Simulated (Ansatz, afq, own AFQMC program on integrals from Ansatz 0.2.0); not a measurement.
## Breaking Ge2–O1 in GeH2O, singlet

```yaml
atoms:
  - { symbol: O, position_ang: [-0.1255, -0.6659, 0.5201] }
  - { symbol: Ge, position_ang: [0.5070, 0.5635, -0.6183] }
  - { symbol: H, position_ang: [0.5499, -1.3231, 0.7271] }
  - { symbol: H, position_ang: [-0.8759, 1.3652, -0.6492] }
```

Products: GeH (doublet) and HO (doublet), each relaxed with PBE0/def2-SVP like the molecule; electronic energies without zero-point terms. Determinants: RHF, UHF and UHF in that order.

Basis def2-TZVP. Noble-gas cores (and the filled d shells of Ga–Kr and In–Xe) are frozen. Integrals, coupled cluster, full CI and functionals: Ansatz 0.2.0; the random walks run on the same integrals in our own AFQMC program. ph-AFQMC/CISD is guided by a CISD state made of CCSD amplitudes; releasing the constraint for a short imaginary time cuts its bias at the price of noise, slowly where states lie close. Uncertainties: one standard error, sampling alone. No spin–orbit coupling. The errors of all members are added in quadrature.

No full CI on the walks' own integrals is used here; CCSDT(Q) serves as the reference and is uncertain by about the last step of the cluster series. Each member takes its own surest rung, up to full CI.

Errors are counted within def2-TZVP, not against nature.

Cautions: inner d shell frozen; no relativity below Rb; no spin-orbit coupling; GeH₂O (singlet): the released energies move by 1.5 errors or more from one time to the next, so no released level is given (meV from the phaseless value at times in 1/Eh: -13 ± 5 at 0.24, -15 ± 5 at 0.51, -3 ± 6 at 0.99, 5 ± 7 at 1.62, -16 ± 8 at 2.40), though the last usable value meets CCSDT(Q) within the noise.

Reference (CCSDT(Q)): 4.483 eV.

```csv
level,bond energy (eV),error against CCSDT(Q) (eV)
HF,2.870,-1.613
MP2,4.822,0.339
CCSD,4.320,-0.163
CCSD(T),4.478,-0.005
CCSDT,4.467,-0.016
ph-AFQMC/CISD,4.490 ± 0.005,0.007 ± 0.005
```

Correlation beyond CCSD(T) adds 0.005 eV. The perturbative (T) step is worth +0.158 eV.

A walk keeps the symmetry of its determinant, which the program's search chose and which needn't be the lowest solution, so a lower state of the same spin and another symmetry isn't excluded.
